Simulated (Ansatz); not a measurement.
Write a Python script for Ansatz's Python interface that makes vertical spin-state energies of C₄H₅N, SMILES C=NC#CC. Settings (for the species named): r2scan0, def2-SVPD basis, multiplicity 1.

Input file `c4h5n.xyz`:
```text
10

C    -1.39760    0.39520   -2.05260
N    -0.95460   -0.64120   -1.56380
C    -0.26190   -0.48830   -0.45900
C     0.49400   -0.35940    0.55360
C     1.21410   -0.24240    1.76020
H    -1.30190    1.45780   -1.62360
H    -2.02330    0.38960   -2.98000
H     1.23310    0.81370    2.13470
H     0.82410   -0.86360    2.61190
H     2.25710   -0.51260    1.62170
```

`spin.py`:
```python
"""Gap between spin states of C4H5N at one geometry."""

import ansatz

mol = ansatz.Crystal.molecule_from_extxyz("c4h5n.xyz")

job = (
    mol.calculation()
    .basis(gaussian="def2-SVPD")  # the orbital basis, by name
    .functional("r2scan0")
)
found = {}
for unpaired in [0, 2]:
    report = job.spin("collinear", total=unpaired).run(threads=1, backend="cpu").report
    s = unpaired / 2
    found[unpaired] = report["free_energy_ev"]
    print(f"2S+1 = {unpaired + 1}: E = {found[unpaired]:.5f} eV, <S^2> = {abs(report['mean_field']['state']['spin_squared']):.3f} (pure state {s * (s + 1):.2f})")
lowest = min(found, key=found.get)
for unpaired, e in found.items():
    print(f"multiplicity {unpaired + 1}: {96.485332 * (e - found[lowest]):.1f} kJ/mol above the lowest")
```

```console
$ python spin.py
2S+1 = 1: E = -5707.98858 eV, <S^2> = 0.000 (pure state 0.00)
2S+1 = 3: E = -5704.95306 eV, <S^2> = 2.015 (pure state 2.00)
multiplicity 1: 0.0 kJ/mol above the lowest
multiplicity 3: 292.9 kJ/mol above the lowest
```

In order: multiplicity 1 (+0.00 eV) and multiplicity 3 (+3.04 eV), all at the one geometry.

What to keep in mind:
- These settings explore the input space; basis and method may be short of convergence.
- The geometry is a force-field or estimated start, not a minimum of this method, and the basis set is short of its limit. All parts are taken at fixed geometry, without zero-point energy.
- It ran for 80 s on 1 thread of Arm Neoverse V1, on a shared host, peak memory 0.56 GiB.
